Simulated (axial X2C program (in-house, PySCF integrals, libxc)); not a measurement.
# How long does PS⁺ take?

A bond scan computed with an in-house relativistic program for diatomic molecules. Basis: S dyall-av3z [9s8p3d2f], P dyall-v3z [8s7p2d1f] (cores contracted in-house).

Input file and command:
```json
{"zs": [16, 15], "q": 1, "bas": ["dyall-av3z", "dyall-v3z"], "levels": ["PBE0", "HF", "B97-3"], "cc": true, "r0": 1.96, "thr": -2.0, "nmax": 90, "npts": 10, "nst": 2, "ntry": 6}
```
```bash
python so2c.py task.json out
```

Keys: zs atomic numbers; q charge; bas basis sets; levels methods; cc coupled cluster on or off; r0 starting distance in Å; thr threshold in hartree for freezing inner shells (an s shell follows its p shell); nmax most natural virtual spinors; npts points on the curve; nst determinants followed; ntry starts of the search. HF also brings MP2.

Hardware: 1 thread of Arm Neoverse V1, on a shared host.

Wall time of one point of each curve, integrals apart:

```json
{"Hamiltonian": "spin-free", "level": "PBE0", "points": "10", "seconds a point": "0.23"}
{"Hamiltonian": "spin-free", "level": "HF", "points": "10", "seconds a point": "0.092"}
{"Hamiltonian": "spin-free", "level": "CCSD(T) (10 electrons, 88 virtuals)", "points": "7", "seconds a point": "2.7"}
{"Hamiltonian": "spin-free", "level": "B97-3", "points": "10", "seconds a point": "0.25"}
{"Hamiltonian": "2c", "level": "PBE0", "points": "10", "seconds a point": "0.28"}
{"Hamiltonian": "2c", "level": "HF", "points": "10", "seconds a point": "0.15"}
{"Hamiltonian": "2c", "level": "CCSD(T) (10 electrons, 90 virtuals)", "points": "7", "seconds a point": "3"}
{"Hamiltonian": "2c", "level": "B97-3", "points": "10", "seconds a point": "0.3"}
```

The rest:

Search with its distance optimisation 8.9 s, atoms 11 s, whole task 72 s. Coupled cluster runs on the points near the minimum only. The program drops outer points, and coupled cluster, when its time limit (not in the input) nears; MP2, further determinants and curves that did not converge are not in the table.
